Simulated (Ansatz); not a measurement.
Input (CCSDT(Q)/cc-pV(D+d)Z; Ansatz, a program for electronic structure): A basis named .json is the Basis Set Exchange file of that set.

Ansatz 0.2 input:
```yaml
crystal:
  periodic: [false, false, false]
  atoms:
    - {symbol: C, position_ang: [1.52595049, 0.66962465, -0.00514131]}
    - {symbol: C, position_ang: [0.01306672, 0.83177596, 0.01107469]}
    - {symbol: S, position_ang: [-0.76842299, -0.82795444, -0.00401662]}
    - {symbol: H, position_ang: [-2.04530251, -0.41196503, 0.01342695]}
    - {symbol: H, position_ang: [-0.30620621, 1.36414052, 0.90638732]}
    - {symbol: H, position_ang: [-0.32262366, 1.38796375, -0.86351038]}
    - {symbol: H, position_ang: [2.00875442, 1.64843170, 0.00355520]}
    - {symbol: H, position_ang: [1.87121493, 0.11325855, 0.86772264]}
    - {symbol: H, position_ang: [1.85482770, 0.13703792, -0.89891611]}
basis:
  gaussian:
    orbitals: cc-pV_D+d_Z.json
magnetization: {spin_polarized: false}
correlation: {method: ccsdt_q, electrons: outside_noble_gas}
```

Output:

```
Functional definition: HF
integrals: 0.10 GiB planned
1570 factors; integrals over basis functions are off by at most 1.9e-7 eV
mean field: 0.30 GiB planned
mean field evaluation 1: about -12971.8581 eV, gradient 2.2e1 eV
mean field evaluation 2: about -12971.9504 eV, gradient 2.2e1 eV
mean field evaluation 4: about -12973.4826 eV, gradient 2.6e0 eV
mean field evaluation 8: about -12973.5062 eV, gradient 1.6e-1 eV
mean field evaluation 16: about -12973.4127 eV, gradient 4.3e-1 eV
mean field -12973.50627179 eV, -476.7675617299 hartree, gradient 6.1e-6 eV, S^2 0.000000; 0 other end points of the search recorded, 0 dependent functions left out
7 core orbitals not correlated
reference -12973.50627179 eV, -476.7675617299 hartree; 10, 10 occupied and 64, 64 virtual orbitals, 1570 factors
second order -11.71916219 eV of doubles, -0.00000000 eV of singles
coupled cluster: 2.19 GiB planned
cycle   1  -12.64081121 eV  change   -9.2e-1 eV  update   8.6e-2
cycle   2  -13.30487195 eV  change   -6.6e-1 eV  update   3.3e-2
cycle   3  -13.44839985 eV  change   -1.4e-1 eV  update   1.3e-2
cycle   4  -13.43359146 eV  change    1.5e-2 eV  update   3.2e-3
cycle   5  -13.43386442 eV  change   -2.7e-4 eV  update   1.3e-3
cycle   6  -13.43452602 eV  change   -6.6e-4 eV  update   4.0e-4
cycle   7  -13.43448923 eV  change    3.7e-5 eV  update   1.7e-4
cycle   8  -13.43447148 eV  change    1.8e-5 eV  update   5.7e-5
cycle   9  -13.43451802 eV  change   -4.7e-5 eV  update   2.3e-5
cycle  10  -13.43451681 eV  change    1.2e-6 eV  update   7.7e-6
cycle  11  -13.43450405 eV  change    1.3e-5 eV  update   3.0e-6
cycle  12  -13.43450460 eV  change   -5.4e-7 eV  update   1.2e-6
perturbative correction -0.02275018 eV, -0.0008360538 hartree
Total energy: -12986.96352657 eV, -477.2621067214 hartree
```
